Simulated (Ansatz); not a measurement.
Level of theory: frozen-core CCSD(T)/def2-TZVPP // BP86-D3(BJ)/def2-SVP in Ansatz (a first-principles code).

Ansatz 0.2 input:
```yaml
crystal:
  periodic: [false, false, false]
  atoms:
    - { symbol: C, position_ang: [1.253465, 0.331038, 0.508073] }
    - { symbol: N, position_ang: [0.172101, 0.051376, -0.420151] }
    - { symbol: C, position_ang: [-0.291255, -1.321655, -0.323996] }
    - { symbol: C, position_ang: [-0.915119, 1.006549, -0.298789] }
    - { symbol: H, position_ang: [2.096779, -0.370282, 0.335462] }
    - { symbol: H, position_ang: [1.632452, 1.363277, 0.354156] }
    - { symbol: H, position_ang: [0.951848, 0.238622, 1.589745] }
    - { symbol: H, position_ang: [0.552039, -2.022965, -0.49678] }
    - { symbol: H, position_ang: [-1.062753, -1.520141, -1.097439] }
    - { symbol: H, position_ang: [-0.742294, -1.574235, 0.677155] }
    - { symbol: H, position_ang: [-1.686759, 0.808039, -1.072097] }
    - { symbol: H, position_ang: [-1.426503, 0.979709, 0.704849] }
    - { symbol: H, position_ang: [-0.536457, 2.038845, -0.453084] }
basis:
  gaussian: { orbitals: def2-TZVPP }
correlation:
  method: ccsd_t
```

Output:

```
Functional definition: HF
1454 factors; integrals over basis functions are off by at most 1.0e-3 eV
mean field evaluation 1: about -4713.3855 eV, gradient 3.3e1 eV
mean field evaluation 2: about -4713.5963 eV, gradient 3.3e1 eV
mean field evaluation 4: about -4716.6035 eV, gradient 4.8e0 eV
mean field evaluation 8: about -4716.6642 eV, gradient 2.2e-1 eV
mean field evaluation 16: about -4716.6644 eV, gradient 2.5e-6 eV
mean field -4716.66443869 eV, -173.3342210517 hartree, gradient 2.5e-6 eV, S^2 0.000000; 0 other end points of the search recorded, 0 dependent functions left out
4 core orbitals not correlated
reference -4716.66443869 eV, -173.3342210517 hartree; 13, 13 occupied and 233, 233 virtual orbitals, 1454 factors
second order -20.48276426 eV of doubles, -0.00000000 eV of singles
cycle   1  -21.10962847 eV  change   -6.3e-1 eV  update   8.8e-2
cycle   2  -21.62211564 eV  change   -5.1e-1 eV  update   2.5e-2
cycle   3  -21.70586949 eV  change   -8.4e-2 eV  update   1.1e-2
cycle   4  -21.70318924 eV  change    2.7e-3 eV  update   2.4e-3
cycle   5  -21.70356487 eV  change   -3.8e-4 eV  update   1.1e-3
cycle   6  -21.70390447 eV  change   -3.4e-4 eV  update   3.4e-4
cycle   7  -21.70378682 eV  change    1.2e-4 eV  update   1.5e-4
cycle   8  -21.70376704 eV  change    2.0e-5 eV  update   5.2e-5
cycle   9  -21.70376947 eV  change   -2.4e-6 eV  update   1.7e-5
perturbative correction -0.83541833 eV, -0.0307010574 hartree
Total energy: -4739.20362649 eV, -174.1625209259 hartree
```

Cost: very roughly 5 core-minutes.
